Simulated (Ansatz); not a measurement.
Below is the output of a Python script on Ansatz 0.2.0, Python API that makes harmonic frequencies at the relaxed geometry of H₄OSi₂, SMILES [SiH]O[SiH3]. Write a script that gives it. Settings (for the species named): r2SCAN, def2-SVP basis, multiplicity 1.

```xyz
7

Si   -1.7388   -1.3100   -0.0748
O    -0.1836   -0.9225    0.1152
Si    0.7905    0.3907    0.2611
H    -2.2072   -0.5792   -1.3147
H     0.7703    1.2125   -0.9703
H     0.3898    1.2165    1.4381
H     2.2402   -0.0761    0.4996
```

```console
$ python freq_h4osi2.py
final positions (A) and the move of each atom
Si   -1.72709   -1.49493   -0.22688    0.2397
O    -0.38517   -0.79565    0.47842    0.4343
Si    0.74859    0.42852    0.31999    0.0816
H    -1.82276   -0.55080   -1.46326    0.4131
H     0.48343    1.21539   -0.92147    0.2910
H     0.66035    1.31490    1.51360    0.2976
H     2.10385   -0.18553    0.25380    0.3016
frequencies (1/cm): 88 133 233 595 717 728 882 947 947 966 1049 1904 2224 2247 2249
imaginary modes: 0  zero-point energy: 0.9861 eV
T (K)   F_vib (eV)   S_vib (meV/K)   C_vib (meV/K)
 100.0      0.9816        0.1274          0.1780
 200.0      0.9607        0.2873          0.3019
 300.0      0.9244        0.4387          0.4565
 400.0      0.8729        0.5898          0.5960
 500.0      0.8066        0.7353          0.7086
```

One script that gives this output:

The script, `freq_h4osi2.py`:
```python
"""Harmonic frequencies of H4OSi2 at its relaxed geometry."""

import ansatz as az
import numpy as np

GEOMETRY = """
Si   -1.73880   -1.31000   -0.07480
O    -0.18360   -0.92250    0.11520
Si    0.79050    0.39070    0.26110
H    -2.20720   -0.57920   -1.31470
H     0.77030    1.21250   -0.97030
H     0.38980    1.21650    1.43810
H     2.24020   -0.07610    0.49960
"""

mol = az.Crystal.molecule()
for line in GEOMETRY.strip().splitlines():
    symbol, *xyz = line.split()
    mol = mol.atom(symbol, [float(v) for v in xyz])

job = mol.calculation()
job = job.basis(gaussian="def2-SVP").functional("r2scan")
symbols = [site.symbol for site in mol.cartesian_sites]
start = np.array([site.position_ang for site in mol.cartesian_sites], dtype=float)
summary = job.relax(force_tolerance=0.003, max_steps=100).run(threads=1, pin="off").report
end = np.array(summary["positions_ang"])

print("final positions (A) and the move of each atom")
for symbol, xyz, old in zip(symbols, end, start):
    print(f"{symbol:2s} {xyz[0]:10.5f} {xyz[1]:10.5f} {xyz[2]:10.5f}   {np.linalg.norm(xyz - old):7.4f}")

# frequencies need a stationary point, so they are taken at the relaxed geometry
minimum = az.Crystal.molecule()
for symbol, place in zip(symbols, end):
    minimum = minimum.atom(symbol, place.tolist())
vibrating = (
    minimum.calculation()
    .basis(gaussian="def2-SVP")  # the orbital basis, by name
    .functional("r2scan")
    .phonons(temperatures=(100, 500, 100))
)
vib = vibrating.run(threads=1, pin="off").report["vibrations"]
sums = vib["harmonic_sums"]
modes = [m["omega_inv_cm"] for m in sums["modes_at_gamma"] if m["rigid_motion"] == "no"]
print("frequencies (1/cm):", " ".join(f"{w:.0f}" for w in modes))
print("imaginary modes:", sum(w < 0 for w in modes), " zero-point energy:", round(sums["zero_point_energy_ev"], 4), "eV")
print("T (K)   F_vib (eV)   S_vib (meV/K)   C_vib (meV/K)")
for row in zip(sums["temperatures_k"], sums["vibrational_free_energy_ev"], vib["entropy_ev_per_k"], vib["heat_capacity_ev_per_k"]):
    print(f"{row[0]:6.1f} {row[1]:11.4f} {1000 * row[2]:13.4f} {1000 * row[3]:15.4f}")
```

The frequencies are harmonic and unscaled, in a modest basis. The result belongs to the one conformer reached from this start, and soft torsions count as harmonic oscillators. It ran for 2.1 min on 1 thread of Arm Neoverse V1, on a shared host, peak memory 0.2 GiB.

(Lines on the test bed's own set-up are left out of the output.)
